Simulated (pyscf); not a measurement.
CH₄ (SMILES C) + H₂N–SnH₃ (SMILES [NH2][SnH3]) -> H₃C–SnH₃ (SMILES [CH3][SnH3]) + NH₃ (SMILES N) (four-centre exchange; singlet surface; C–H, N–Sn broken, C–Sn, H–N formed). Optimised with ωB97X-D3(BJ)/def2-SVP in PySCF. Energies in kJ/mol from the separated reactants.

| level | barrier | reaction energy |
|---|---|---|
| PBE/def2-TZVP | (withheld) | (withheld) |
| r²SCAN/def2-TZVP | (withheld) | +15.1 |
| B3LYP-D3(BJ)/def2-TZVP | 200.7 | +15.5 |
| PBE0-D3(BJ)/def2-TZVP | 189.4 | +10.3 |
| ωB97M-D3(BJ)/def2-TZVP | 206.0 | +12.8 |
| HF/def2-TZVP | 281.7 | +19.8 |

What belongs in the gaps?


- PBE/def2-TZVP, barrier: 181.7
- PBE/def2-TZVP, reaction energy: +12.6
- r²SCAN/def2-TZVP, barrier: 191.1

The functionals in the table span 24.4 kJ/mol in this barrier, from PBE to ωB97M-D3(BJ)/def2-TZVP. On the product side the descent ends in a complex (not fully relaxed), 16.9 kJ/mol under the separated species and 209.0 kJ/mol under the saddle at ωB97X-D3(BJ)/def2-TZVP. One saddle was located; it need not be the lowest between these sides. Elements past Kr carry the def2 core potentials, without spin-orbit coupling.
